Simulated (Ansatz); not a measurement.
We consider fcc Rh, described by PBE-D4 (Ansatz, a quantum-chemistry and plane-wave program, plane waves, PAW).

Run with plane-wave cutoff 520 eV, 24×24×24 k mesh, Fermi–Dirac smearing 0.05 eV, no spin polarisation, scalar-relativistic PAW data made under PBE.

Energies at three volumes about the minimum:

```tsv
V (Å³/atom)	E − E_lowest (meV/atom)
13.324	5.03
13.596	0.00
13.867	4.71
```

### Question
Fit a parabola by hand: where is the minimum, what lattice constant follows, and what is the bulk modulus?

### Answer
Slopes: (0.00 − 5.03)/(13.596 − 13.324) = -18.493 and (4.71 − 0.00)/(13.867 − 13.596) = 17.380 meV/Å³. Curvature E″ = 2 × (17.380 − (-18.493))/(13.867 − 13.324) = 132.129 meV/Å⁶. From the middle of the first interval, the slope vanishes at V0 = 13.4600 − (-18.493)/132.129 = 13.600 Å³/atom. B = V0 E″ = 13.600 × 132.129 meV/Å³ × 0.1602 GPa per meV/Å³ = 288 GPa. With 4 atoms in the cube, a = (4 × 13.600)^(1/3) = 3.789 Å. The full Birch–Murnaghan fit to all volumes gives V0 = 13.594 Å³/atom and B0 = 287 GPa.

Measured, for comparison: bulk modulus 271 GPa (corrected for temperature and zero-point phonon effects, our sources range from 271 to 289; as tabulated in Levämäki et al. (2014), arXiv:1402.3671); lattice constant a 3.794 Å (static lattice: zero-point anharmonic expansion removed; as tabulated in Mejia-Rodriguez and Trickey (2018), arXiv:1807.09216). Computed (rounded) less measured: bulk modulus +6 % (inside the range of the sources held).
